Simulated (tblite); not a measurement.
C4H6NO (doublet state).
SMILES with atom numbers: `[CH2:1]=[C:2]([CH3:3])[N:4][CH:5]=[O:6]` (hydrogens: H7, H8 on C1; H9, H10, H11 on C3; H12 on C5)

Geometry (GFN2-xTB, Å), atoms numbered from 1 in this order:
```xyz
12
C4H6NO angstrom
C     -0.772    1.650   -0.274
C     -0.238    0.421   -0.010
C     -1.043   -0.840   -0.163
N      0.986    0.342    0.480
C      1.939   -0.548    0.486
O      2.751   -0.860    1.318
H     -0.186    2.540   -0.130
H     -1.795    1.762   -0.582
H     -0.530   -1.514   -0.850
H     -1.126   -1.347    0.797
H     -2.037   -0.627   -0.542
H      2.053   -0.981   -0.557
```

Method: GFN2-xTB as coded in tblite; computed harmonic values from a numerical Hessian at the method's own geometry, unscaled. Against measured fundamentals such values can be off by several per cent, at times by over 20. One conformer, not necessarily the lowest. Open shells enter through the occupations alone, without spin polarisation, and single modes of such species can be off by tens of per cent.

Harmonic wavenumbers (cm⁻¹): 92.6, 108.4, 145.5, 172.9, 369.0, 467.0, 491.3, 556.9, 604.9, 806.5, 827.4, 877.3, 937.1, 1010.0, 1016.8, 1206.8, 1273.6, 1348.0, 1389.1, 1447.9, 1460.6, 1473.0, 1505.8, 1783.0, 2418.5, 3000.8, 3026.7, 3062.3, 3124.8, 3167.3.

A = 8620, B = 2179, C = 1804 MHz; mass 84.045 u (most abundant isotopes); point group C1, symmetry number 1; spin multiplicity 2.

**Question.** Zero-point energy?

**Answer.** Half the sum of the wavenumbers: 19586 cm⁻¹ = 56.00 kcal/mol.

**Question.** Entropy at 298.15 K, 1 bar (ideal gas, RRHO, classical rotation)?

**Answer.** Translation 39.23, rotation 26.65, vibration 16.52, spin (R ln 2) 1.38: S = 83.8 cal/(mol K).

**Question.** And Cp and H(298.15 K) − H(0)?

**Answer.** Cp = 25.82 cal/(mol K), of which vibrations give 17.87 (their classical limit is 30 R = 59.6); H(298.15 K) − H(0) = 5.06 kcal/mol without the zero-point energy, 2.69 from vibrations.

**Question.** Blend soft modes into free rotors: weight 1/[1 + (100 cm⁻¹/ν̃)⁴] for the oscillator and the rest for a rotor with moment μB/(μ + B), μ = h/(8π²ν), B = 10⁻⁴⁴ kg m². What vibrational entropy results?

**Answer.** 15.87 cal/(mol K) in place of 16.52, which changes −T·S at 298.15 K by +0.20 kcal/mol.

**Question.** Which modes carry the vibrational entropy at 298.15 K?

**Answer.** 92.6 cm⁻¹: 3.60; 108.4 cm⁻¹: 3.30; 145.5 cm⁻¹: 2.73; 172.9 cm⁻¹: 2.40; 369.0 cm⁻¹: 1.08; 467.0 cm⁻¹: 0.75 cal/(mol K); the other 24 give 2.66 together.

Hindered rotation and anharmonicity are outside this model. Other conformers, if any are populated, would add a mixing term that is left out. The structure is chiral; the term R ln 2 for an equal mix with its mirror image is left out.
